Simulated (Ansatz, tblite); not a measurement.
**SiEtH3 (C₂H₈Si): a ladder of methods and basis sets**

An exercise on one series of results from a longer session: the logs are not shown, and one member is left open.

Program: Ansatz 0.2.0, Gaussian basis. Level of theory: as each input shows. These are calculated values, not measurements.

Levels to be run: GFN1-xTB, GFN2-xTB, PBE-D4/def2-TZVP, r2SCAN-D4/def2-TZVP, BHLYP-D4/def2-TZVP, revPBE-D4/def2-TZVP, LDA/def2-TZVP, r2SCANh-D4/def2-TZVP, PBE-QIDH/def2-TZVP, ωB97X-V/def2-TZVP, r2SCAN0-D4/def2-TZVP, PBE-D4/def2-SVP, PBE0-D4/def2-SVP, HF/STO-3G, HF/6-31G, B3LYP-D4/6-31G, CCSD(T)/def2-TZVPP, MP2/def2-TZVP, RPA/def2-TZVP.

1 further run of the same task is left out (it didn't finish).

## The relaxed structure

The geometry is that of the singlet, from an earlier relaxation (r2SCAN-D4/def2-TZVP).

11 atoms, charge 0, spin multiplicity 1.

Bond lengths: Si1–C2 1.877 Å, Si1–H9 1.489 Å, Si1–H10 1.489 Å, Si1–H11 1.488 Å, C2–C3 1.532 Å, C2–H4 1.096 Å, C2–H5 1.096 Å, C3–H6 1.093 Å, C3–H7 1.093 Å, C3–H8 1.093 Å. Angles: C2–Si1–H9 110.2°, C2–Si1–H10 110.3°, C2–Si1–H11 111.2°, H9–Si1–H10 108.0°, H9–Si1–H11 108.5°, H10–Si1–H11 108.5°, Si1–C2–C3 113.2°, Si1–C2–H4 108.4°, Si1–C2–H5 108.3°, C3–C2–H4 110.3°, C3–C2–H5 110.4°, H4–C2–H5 106.0°, C2–C3–H6 111.6°, C2–C3–H7 111.2°, C2–C3–H8 111.4°, H6–C3–H7 107.6°, H6–C3–H8 107.5°, H7–C3–H8 107.4°.

Coordinates:

| atom | x (Å) | y (Å) | z (Å) |
| --- | --- | --- | --- |
| Si1 | -0.3109 | -0.4273 | -1.3707 |
| C2 | -0.2844 | -0.4193 | 0.5065 |
| C3 | 0.5249 | 0.7411 | 1.0944 |
| H4 | 0.1200 | -1.3778 | 0.8504 |
| H5 | -1.3194 | -0.3823 | 0.8649 |
| H6 | 0.5148 | 0.7252 | 2.1875 |
| H7 | 1.5690 | 0.6984 | 0.7735 |
| H8 | 0.1250 | 1.7074 | 0.7755 |
| H9 | 1.0781 | -0.4695 | -1.9044 |
| H10 | -0.9627 | 0.8088 | -1.8834 |
| H11 | -1.0544 | -1.6048 | -1.8941 |

PBE0-D4/def2-TZVP was run before; its log isn't repeated, and its numbers join the tables.

Set-up of the first run:

Tight binding, by tblite at 300 K electronic temperature and without a spin-polarisation term:

```python
tblite.interface.Calculator('GFN1-xTB', numbers, positions, charge=0, uhf=0).singlepoint()
```

Tight binding, by tblite at 300 K electronic temperature and without a spin-polarisation term:

```python
tblite.interface.Calculator('GFN2-xTB', numbers, positions, charge=0, uhf=0).singlepoint()
```

start.molden holds the orbitals of an earlier run on this state, given as this run's starting guess.

in.yaml

```yaml
crystal:
  periodic: [false, false, false]
  atoms:
    - {symbol: Si, position_ang: [-0.310888, -0.427291, -1.370712]}
    - {symbol: C, position_ang: [-0.284417, -0.419253, 0.506466]}
    - {symbol: C, position_ang: [0.524862, 0.741128, 1.094372]}
    - {symbol: H, position_ang: [0.119992, -1.377800, 0.850447]}
    - {symbol: H, position_ang: [-1.319376, -0.382343, 0.864861]}
    - {symbol: H, position_ang: [0.514845, 0.725230, 2.187452]}
    - {symbol: H, position_ang: [1.569001, 0.698395, 0.773506]}
    - {symbol: H, position_ang: [0.125000, 1.707437, 0.775505]}
    - {symbol: H, position_ang: [1.078077, -0.469531, -1.904362]}
    - {symbol: H, position_ang: [-0.962660, 0.808831, -1.883417]}
    - {symbol: H, position_ang: [-1.054427, -1.604804, -1.894118]}
basis:
  gaussian: {orbitals: def2-TZVP, initial_orbitals: start.molden}
hamiltonian: {xc: pbe, dispersion: d4}
scf: {omitted_lower_state_checks: [starts]}
output: {forces: true, orbitals: {seedname: orbitals}}
```

Launch:

```sh
$ ansatz run in.yaml --threads 4 --pin off --events-out ev --progress --plain --max-ram 3916MiB
```

Steps of the session up to this table: PBE-D4/def2-TZVP; r2SCAN-D4/def2-TZVP; BHLYP-D4/def2-TZVP; revPBE-D4/def2-TZVP; LDA/def2-TZVP; r2SCANh-D4/def2-TZVP; PBE-QIDH/def2-TZVP; ωB97X-V/def2-TZVP; r2SCAN0-D4/def2-TZVP; PBE-D4/def2-SVP; PBE0-D4/def2-SVP; HF/STO-3G; HF/6-31G; B3LYP-D4/6-31G; CCSD(T)/def2-TZVPP; MP2/def2-TZVP; RPA/def2-TZVP.

One of the session's tables, all rows but one given; the rest of the session is left out.

| level | HOMO (eV) | LUMO (eV) | gap (eV) |
| --- | --- | --- | --- |
| HF/STO-3G | -10.04 | 13.82 | 23.86 |
| HF/6-31G | -11.56 | 4.34 | 15.89 |
| LDA/def2-TZVP | -7.32 | -0.29 | 7.04 |
| PBE-D4/def2-SVP | ? | ? | ? |
| PBE-D4/def2-TZVP | -7.25 | -0.08 | 7.17 |
| revPBE-D4/def2-TZVP | -7.22 | 0.01 | 7.22 |
| r2SCAN-D4/def2-TZVP | -7.52 | 0.46 | 7.98 |
| r2SCANh-D4/def2-TZVP | -7.99 | 0.71 | 8.70 |
| B3LYP-D4/6-31G | -8.25 | 1.24 | 9.49 |
| PBE0-D4/def2-SVP | -8.54 | 1.23 | 9.78 |
| PBE0-D4/def2-TZVP | -8.53 | 0.71 | 9.24 |
| r2SCAN0-D4/def2-TZVP | -8.71 | 1.06 | 9.77 |
| BHLYP-D4/def2-TZVP | -9.76 | 1.39 | 11.15 |
| ωB97X-V/def2-TZVP | -10.93 | 2.58 | 13.51 |

Q: Estimate the row for PBE-D4/def2-SVP from the others.

The run gave: HOMO (eV): -7.22; LUMO (eV): 0.40; gap (eV): 7.62.
